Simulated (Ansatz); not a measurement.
in.yaml

```yaml
crystal:
  periodic: [false, false, false]
  atoms:
    - {symbol: Al, position_ang: [0.000000, 0.000000, -0.091021]}
    - {symbol: Al, position_ang: [0.000000, 0.000000, -2.767959]}
    - {symbol: H, position_ang: [0.000000, 0.000000, 2.858979]}
basis:
  gaussian: {orbitals: 6-31G}
magnetization: {spin_polarized: true, initial_magnetization: 1}
correlation: {method: ccsdtq, electrons: outside_noble_gas}
```

```sh
$ ansatz run in.yaml --threads 1 --pin off --events-out ev --progress --plain --max-ram 2393MiB
```

Problem. Roughly how long does this take on 1 thread of Arm Neoverse V1, shared host, and how much host memory?

Solution. 37 s wall and 0.17 GiB.

```
541 factors; integrals over basis functions are off by at most 1.6e-7 eV
mean field evaluation 1: about -13173.6938 eV, gradient 8.5e0 eV
mean field evaluation 2: about -13173.6954 eV, gradient 8.5e0 eV
mean field evaluation 4: about -13175.4773 eV, gradient 9.8e-1 eV
mean field evaluation 8: about -13175.5061 eV, gradient 8.6e-2 eV
mean field evaluation 16: about -13176.4749 eV, gradient 1.7e-4 eV
mean field evaluation 32: about -13176.4753 eV, gradient 4.2e-5 eV
mean field evaluation 64: about -13176.6170 eV, gradient 1.0e-3 eV
mean field evaluation 96: about -13175.5027 eV, gradient 8.6e-2 eV
mean field evaluation 128: about -13176.4749 eV, gradient 1.1e-2 eV
mean field evaluation 160: about -13176.4749 eV, gradient 2.0e-6 eV
...
cycle  40  -2.29557703 eV  change   -1.7e-7 eV  update   4.0e-7
cycle  41  -2.29557722 eV  change   -1.9e-7 eV  update   3.7e-7
cycle  42  -2.29557742 eV  change   -2.0e-7 eV  update   3.3e-7
cycle  43  -2.29557793 eV  change   -5.1e-7 eV  update   2.8e-7
cycle  44  -2.29557820 eV  change   -2.7e-7 eV  update   2.4e-7
cycle  45  -2.29557841 eV  change   -2.1e-7 eV  update   2.1e-7
cycle  46  -2.29557878 eV  change   -3.7e-7 eV  update   1.8e-7
cycle  47  -2.29557917 eV  change   -3.8e-7 eV  update   1.5e-7
cycle  48  -2.29557931 eV  change   -1.4e-7 eV  update   1.5e-7
cycle  49  -2.29557930 eV  change    3.6e-9 eV  update   1.2e-7
Total energy: -13178.91262678 eV, -484.3161060463 hartree
```

For the same geometry and basis full CI lies 1.3 meV lower.
